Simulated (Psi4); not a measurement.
# singlet [SiN2H5]− at 6 levels

We compute a comparison of 6 runs (HF/STO-3G, HF/3-21G, B3LYP/6-31G*, HSE06/def2-SVPD, TPSSh/def2-SVPD) of singlet [SiN2H5]−. 

The results are computed with Psi4 1.11.

## 1. Starting point

The species is [SiN2H5]− (8 atoms), meant as a singlet with charge -1. SMILES of the parent species: `N[SiH]N`. Geometry: relaxed at PBE0-D4/def2-TZVP. This is one conformer, not always the lowest. That shape belongs to the parent species and isn't relaxed for this state.

Bond lengths: N1–Si2 1.713 Å, Si2–N3 1.720 Å, N1–H4 1.008 Å, N1–H5 1.005 Å, Si2–H6 1.504 Å, N3–H7 1.008 Å, N3–H8 1.008 Å. Angles: N1–Si2–N3 106.1°, N1–Si2–H6 117.2°, N3–Si2–H6 103.6°, Si2–N1–H4 122.2°, Si2–N1–H5 121.8°, Si2–N3–H7 120.2°, Si2–N3–H8 119.6°, H4–N1–H5 112.8°, H7–N3–H8 111.5°.

## 2. Energy and forces at HF/STO-3G (run 1)

Contents of calc.inp:

```
memory 2200 mb

molecule {
  -1 1
  N
  Si 1 1.712841
  N 2 1.72046 1 106.10273
  H 1 1.008265 2 122.17987 3 43.63343
  H 1 1.004655 4 112.76056 2 -160.06737
  H 2 1.504214 1 117.1628 5 86.90597
  H 3 1.007932 2 120.16142 6 -179.4117
  H 3 1.007558 7 111.47268 2 -147.47527
  units angstrom
  symmetry c1
  no_reorient
  no_com
}

set {
  reference     rhf
  puream        true
  e_convergence 1e-09
  d_convergence 1e-08
  scf_type      pk
}

result = gradient('hf/STO-3G')
print_variables()
```

Run with:

```console
psi4 -n 1 calc.inp calc.out
```

calc.out:

```text
[...]
  Running in c1 symmetry.
[...]
  Nuclear repulsion =  111.028692667126506
[...]
  Multiplicity = 1
[...]
  Nalpha       = 17
  Nbeta        = 17
[...]
    Number of basis functions: 24
[...]
   @RHF iter   1:  -395.65363810483126   -2.03087e+00   1.28200e-02 DIIS/ADIIS
[...]
   @RHF iter  10:  -395.72942171952593   -2.27374e-13   3.71220e-09 DIIS
[...]
    Orbital Energies [Eh]
    ---------------------
    Doubly Occupied:
       1A    -67.487564     2A    -14.940755     3A    -14.935198
       4A     -5.500805     5A     -3.521719     6A     -3.520888
       7A     -3.520264     8A     -0.791237     9A     -0.767477
      10A     -0.341442    11A     -0.323744    12A     -0.314519
      13A     -0.178131    14A     -0.137584    15A     -0.073464
      16A     -0.035157    17A      0.200670
[...]
  @RHF Final Energy:  -395.72942171952593
   => Energetics <=
    Nuclear Repulsion Energy =            111.0286926671265064
    One-Electron Energy =                -781.1376749047622070
    Two-Electron Energy =                 274.3795605181097699
    Total Energy =                       -395.7294217195259307
[...]
 Multipole Moments:
 ------------------------------------------------------------------------------------
     Multipole            Electronic (a.u.)      Nuclear  (a.u.)        Total (a.u.)
 ------------------------------------------------------------------------------------
 L = 1.  Multiply by 2.5417464519 to convert [e a0] to [Debye]
 Dipole X            :          0.8453780           -0.9253270           -0.0799490
 Dipole Y            :          0.6031775           -1.1673223           -0.5641449
 Dipole Z            :          0.1068321           -0.5978547           -0.4910225
 Magnitude           :                                                    0.7521665
[...]
  -Total Gradient:
     Atom            X                  Y                   Z
    ------   -----------------  -----------------  -----------------
       1        0.031908021053     0.039307200556     0.010808731646
       2       -0.104912859458    -0.129102008514    -0.081537761237
       3        0.049905417156     0.052145370567     0.019613705552
       4        0.013286245171    -0.001353914915     0.029976904361
       5        0.000617679156    -0.007328390886     0.009663288697
       6        0.025314985275     0.033642311799     0.029834376360
       7       -0.011721498423     0.005284361959    -0.007489815304
       8       -0.004397989931     0.007405069435    -0.010869430074
[...]
```

It took 2.8 s on 1 thread of Intel Xeon Platinum 8488C (Sapphire Rapids), shared host; peak memory 0.18 GiB.

## 3. Energy and gradient at HF/3-21G (run 2)

Contents of input.inp:

```
memory 2.2 GB

molecule {
  -1 1
  N
  Si 1 1.712841
  N 2 1.72046 1 106.10273
  H 1 1.008265 2 122.17987 3 43.63343
  H 1 1.004655 4 112.76056 2 -160.06737
  H 2 1.504214 1 117.1628 5 86.90597
  H 3 1.007932 2 120.16142 6 -179.4117
  H 3 1.007558 7 111.47268 2 -147.47527
  units angstrom
  symmetry c1
  no_reorient
  no_com
}

set {
  basis         3-21G
  reference     rhf
  puream        true
  e_convergence 1e-09
  d_convergence 1e-08
  scf_type      pk
}

e, wfn = gradient('scf', return_wfn=True)
oeprop(wfn, 'QUADRUPOLE', 'LOWDIN_CHARGES', 'MULLIKEN_CHARGES')
print_variables()
```

Run with:

```console
psi4 -n 1 input.inp input.out
```

input.out (excerpt; [...] marks lines left out):

```text
[...]
  Running in c1 symmetry.
[...]
  Nuclear repulsion =  111.028692667126506
[...]
  Multiplicity = 1
[...]
  Nalpha       = 17
  Nbeta        = 17
[...]
    Number of basis functions: 41
[...]
   @RHF iter   1:  -398.37962969523574   -5.69903e-01   1.35376e-02 ADIIS/DIIS
[...]
   @RHF iter  11:  -398.54047069140466   -3.24007e-12   6.65168e-09 DIIS
[...]
  @RHF Final Energy:  -398.54047069140466
   => Energetics <=
    Nuclear Repulsion Energy =            111.0286926671265064
    One-Electron Energy =                -779.1162358589410815
    Two-Electron Energy =                 269.5470725004099108
    Total Energy =                       -398.5404706914046642
[...]
  -Total Gradient:
     Atom            X                  Y                   Z
    ------   -----------------  -----------------  -----------------
       1        0.027403009355     0.013005906183     0.055400433695
       2       -0.079502352119    -0.093732305186    -0.050599431890
       3        0.015845086056     0.069645040500    -0.010214940105
       4        0.002316091051    -0.001487903544     0.007454630267
       5       -0.002844901722     0.006371267765    -0.005904926538
       6        0.034862986329     0.010796176750     0.002484096721
       7        0.001710148730    -0.005457908572    -0.003792335383
       8        0.000209932319     0.000859726104     0.005172473233
[...]
 Multipole Moments:
 ------------------------------------------------------------------------------------
     Multipole            Electronic (a.u.)      Nuclear  (a.u.)        Total (a.u.)
 ------------------------------------------------------------------------------------
 L = 1.  Multiply by 2.5417464519 to convert [e a0] to [Debye]
 Dipole X            :          0.5466289           -0.9253270           -0.3786981
 Dipole Y            :         -0.1092812           -1.1673223           -1.2766035
 Dipole Z            :         -0.3073549           -0.5978547           -0.9052096
 Magnitude           :                                                    1.6101345
 L = 2.  Multiply by 1.3450342976 to convert [e a0^2] to [Debye ang]
 Quadrupole XX       :        -35.1116290            9.0135661          -26.0980628
 Quadrupole XY       :          3.9191201           -5.6895420           -1.7704220
[...]
  Mulliken Charges: (a.u.)
   Center  Symbol    Alpha    Beta     Spin     Total
[...]
```

Run time: 2.7 s. Hardware: 1 thread of Intel Xeon Platinum 8488C (Sapphire Rapids), shared host; peak memory 0.18 GiB.

Runs 3 to 5 aren't shown in full; the table further down has their settings and results.

## 4. A single-point energy at TPSSh/def2-SVPD (run 6)

Contents of h5n2si.xyz:

```xyz
8
H5N2Si
N     -1.027000     0.622100    -0.768300
Si     0.527700     0.579900    -0.050700
N      0.789500    -1.052600     0.425100
H     -1.817900     0.144500    -0.364600
H     -1.296600     1.349400    -1.406800
H      0.716400     1.354100     1.225100
H      0.730800    -1.794000    -0.255200
H      1.468900    -1.260500     1.139500
```

Contents of run.py:

```python
import numpy as np
from ase.calculators.psi4 import Psi4
from ase.io import read

mol = read('h5n2si.xyz')
calc = Psi4(atoms=mol, method='tpssh', basis='def2-SVPD', memory='2200MB', num_threads=1, charge=-1, multiplicity=1, label='calc', reference='rks')
calc.psi4.set_options({'puream': True, 'e_convergence': 1e-09, 'd_convergence': 1e-08, 'scf_type': 'pk', 'dft_radial_points': 99, 'dft_spherical_points': 590})
mol.calc = calc

print(f'energy: {mol.get_potential_energy():.6f} eV')
```

Run with:

```console
python run.py
```

calc.dat:

```text
[...]
  Running in c1 symmetry.
[...]
  Nuclear repulsion =  111.028710907775093
[...]
  Multiplicity = 1
[...]
  Nalpha       = 17
  Nbeta        = 17
[...]
    Number of basis functions: 104
[...]
   @RKS iter   1:  -401.25094401274418    1.25751e-01   1.06462e-02 ADIIS/DIIS
[...]
   @RKS iter  12:  -401.85271830752242   -2.71712e-11   7.65151e-09 DIIS
[...]
    Orbital Energies [Eh]
    ---------------------
    Doubly Occupied:
       1A    -65.747707     2A    -14.048057     3A    -14.041674
       4A     -4.980978     5A     -3.334122     6A     -3.332954
       7A     -3.329639     8A     -0.633070     9A     -0.611665
      10A     -0.301925    11A     -0.288681    12A     -0.276118
      13A     -0.194635    14A     -0.137793    15A     -0.078476
      16A     -0.050747    17A      0.089906
[...]
  @RKS Final Energy:  -401.85271830752242
   => Energetics <=
    Nuclear Repulsion Energy =            111.0287109077750927
    One-Electron Energy =                -780.4247314294381113
    Two-Electron Energy =                 300.8454628610653572
    DFT Exchange-Correlation Energy =     -33.3021606469248042
    Empirical Dispersion Energy =           0.0000000000000000
    VV10 Nonlocal Energy =                  0.0000000000000000
    Total Energy =                       -401.8527183075224229
[...]
 Multipole Moments:
 ------------------------------------------------------------------------------------
     Multipole            Electronic (a.u.)      Nuclear  (a.u.)        Total (a.u.)
 ------------------------------------------------------------------------------------
 L = 1.  Multiply by 2.5417464519 to convert [e a0] to [Debye]
 Dipole X            :          0.0729194           -1.0399584           -0.9670389
 Dipole Y            :         -0.4033144           -0.9494806           -1.3527950
 Dipole Z            :         -0.3429947            0.7702429            0.4272482
 Magnitude           :                                                    1.7169041
[...]
```

On the terminal:

```text
energy: -10934.969443 eV
```

It took 59 s on 1 thread of Intel Xeon Platinum 8488C (Sapphire Rapids), shared host; peak memory 1.1 GiB.

## 5. Overview of the runs

```
run                               level         integration grid      task  energy (Eh)  HOMO energy (eV)  LUMO energy (eV)  HOMO–LUMO gap (eV)  wall time
  1                           HF/STO-3G                        –  gradient  -395.729422              5.46             22.04               16.58      2.8 s
  2                            HF/3-21G                        –  gradient  -398.540471              1.07             11.67               10.60      2.7 s
  3  B3LYP/6-31G* (spherical functions)  99 radial × 590 angular  gradient  -401.961361              3.21              6.95                3.74       17 s
  4  B3LYP/6-31G* (Cartesian functions)  99 radial × 590 angular    energy  -401.965601              3.20              6.89                3.68       14 s
  5                     HSE06/def2-SVPD  99 radial × 590 angular    energy  -401.607860              2.39              4.46                2.08       48 s
  6                     TPSSh/def2-SVPD  99 radial × 590 angular    energy  -401.852718              2.45              4.60                2.15       59 s
```

## 6. What came out

| quantity | value |
| --- | --- |
| run 6: total energy | -401.85272 Eh |
| run 6: HOMO energy | 2.45 eV |
| run 6: LUMO energy | 4.60 eV |
| run 6: HOMO–LUMO gap (to an unbound level, set by the basis) | 2.15 eV |

**Reading.** The HOMO–LUMO gap runs from 2.08 eV (HSE06/def2-SVPD) to 16.58 eV (HF/STO-3G). The two ends differ in method and basis. The empty levels of an anion lie above zero and hang on the basis. Totals of different functionals can't be ranked against each other. In runs 1, 2, 3, 4, 5, 6 the HOMO lies above zero, so the outermost electron may be held by the basis alone. In run 1 the basis is minimal, so the values are rough. All runs together took 2.4 min, the longest 59 s.
